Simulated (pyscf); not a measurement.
A first-order saddle from PySCF, ωB97X-D3(BJ)/def2-SVP:

```xyz
5

F     -0.8353     0.8218     0.2827
Sn     0.8971     1.5022    -0.8636
F      2.1280     0.6539     0.3774
F     -0.0314    -0.4140    -1.3598
H     -0.6592    -0.0394    -0.4669
```

Surface: singlet, charge 0. Lowest wavenumbers (cm⁻¹): 317i, 138, 165, 373, 635.

Q: What reaction is this the transition state of?

A: hydrogen fluoride (HF) + F–Sn:–F [singlet] ⇌ F–Sn:–F [singlet] + hydrogen fluoride (HF), a four-centre exchange read from left to right: F–H, F–Sn broken and F–Sn, F–H formed. At CCSD(T)/def2-TZVPP + ΔMP2(QZVPP) it lies -7.9 kcal/mol from the left side and -7.9 kcal/mol from the right (each side as separated species at their lowest minima found). On the reactant side the descent ends in an adduct with a F–Sn contact, 12.3 kcal/mol under the separated species and 2.2 kcal/mol under the saddle at ωB97X-D3(BJ)/def2-TZVP. On the product side the descent ends in an adduct with a F–Sn contact, 12.3 kcal/mol under the separated species and 2.2 kcal/mol under the saddle at ωB97X-D3(BJ)/def2-TZVP. At CCSD(T) the saddle lies under the separated reactants, which points to a path from their complex (located at ωB97X-D3(BJ) alone). At CCSD(T) the saddle lies under the separated products, which points to a path from their complex (located at ωB97X-D3(BJ) alone). What is counted as formed (F–Sn) is already present as a longer contact in the reactant adduct; forming that adduct is a step of its own. What is counted as broken (F–Sn) persists as a longer contact in the product adduct; parting that adduct is a step of its own. At ωB97X-D3(BJ)/def2-TZVP the barrier from the zero used here is -10.1 kcal/mol. This is the saddle that the search found; another between the same sides may lie lower. The CCSD(T) − MP2 part came from Ansatz, without density fitting, on the same reference. The frozen core leaves the outer d or s,p core shells of the metals and heavy elements correlated in the MP2 and CC values, and def2-TZVPP describes them poorly, which can shift differences by a few kcal/mol. Elements past Kr carry the def2 core potentials, without spin-orbit coupling.
